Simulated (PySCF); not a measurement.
**Phosphorus: a sound run and one with changed settings**

Sound run: P [Ne] 3s2 3p3, P⁺ [Ne] 3s2 3p2. Computed with PySCF 2.14 in aug-cc-pVDZ-DK, with scalar relativity by spin-free X2C-1e. The sound run starts from symmetry-adapted Hartree-Fock orbitals and uses a fine grid where one is needed.

Changed run: radial step 0.5 in ln r (0.13 in the sound run). This setting is unsound on purpose.

```
species  method  sound run (hartree)  changed run (hartree)  converged
      P     UHF           -341.52431             -341.52431        yes
      P    MN15           -342.07109             -342.04999        yes
      P    TPSS           -342.10146             -342.10867        yes
     P⁺     UHF           -341.15940             -341.15940        yes
     P⁺    MN15           -341.68746             -341.66274        yes
     P⁺    TPSS           -341.71535             -341.71856        yes
```

Ionisation energy of P:

```tsv
method	sound run (eV)	changed run (eV)
UHF	9.930	9.930
MN15	10.439	10.538
TPSS	10.507	10.615
```

A coarse radial grid mis-integrates the density and the exchange-correlation energy, with errors of either sign; Hartree-Fock needs no grid.

For comparison, NIST gives 10.487 eV between the lowest levels.
